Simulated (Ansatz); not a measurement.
`C[O][MgH]` → C• + 4 H• + Mg (atom) + O•  (atomization)

Program: Ansatz. Geometries: PBE0-D4/def2-TZVP. ΔE: electronic, gas phase. CCSD(T)/CBS adds triple-zeta CCSD(T) − MP2 to the extrapolated MP2 energy (def2 sets, frozen cores). This one scheme is used for every species, atoms too. DFT in def2-TZVPP. B3LYP here is the variant with VWN-RPA as its local correlation; programs differ in this. No spin–orbit coupling; open shells (•) take unrestricted orbitals. Spin–orbit coupling would lower the free atoms: a little for C, O. For Mg outer-core shells are correlated without core-valence functions, so the limit isn't a true one: a few kJ/mol of doubt a bond, and 10 to 20 or more in all where bonds break to atoms.

| level | ΔE (eV) | difference from CCSD(T)/CBS |
| --- | --- | --- |
| LDA (SPW92) | 26.32 | 3.01 |
| revPBE-D4 | 22.87 | -0.44 |
| BLYP-D4 | 23.11 | -0.20 |
| PBE0-D4 | 22.95 | -0.36 |
| B3LYP-D4 | 23.12 | -0.19 |
| BHLYP-D4 | 22.38 | -0.93 |
| CAM-B3LYP-D4 | 23.30 | -0.01 |
| ωB97X-V | 23.21 | -0.10 |
| ωB97M-V | 23.07 | -0.24 |
| r2SCAN | 23.25 | -0.06 |
| PBE0 | 22.88 | -0.43 |
| MP2/def2-SVP | 22.28 | -1.03 |
| CCSD/def2-SVP | 21.78 | -1.53 |
| CCSD(T)/def2-SVP | 21.97 | -1.34 |
| HF/def2-TZVPP | 16.65 | -6.66 |
| SCS-MP2/def2-TZVPP | 22.85 | -0.46 |
| CCSD(T)/CBS | 23.31 | 0 |

Largest T1 diagnostic among the species: 0.011.

From r2SCAN to r2SCAN0 (25 % exact exchange), in def2-TZVPP and without D4, ΔE moves by −0.43 eV: exact exchange takes away binding that semilocal exchange gives to molecules. The D4 term adds +0.13 eV with B3LYP and +0.07 eV with PBE0; it sums over pairs of atoms, weighted by their polarisabilities, and B3LYP, whose exchange is more repulsive, gets the larger term.

For atomizations the MP2-based limit and the directly extrapolated one differ by several kJ/mol either way, and by 10 to 25 for some Ge, Se and Sn compounds, so smaller differences from it don't rank the levels.
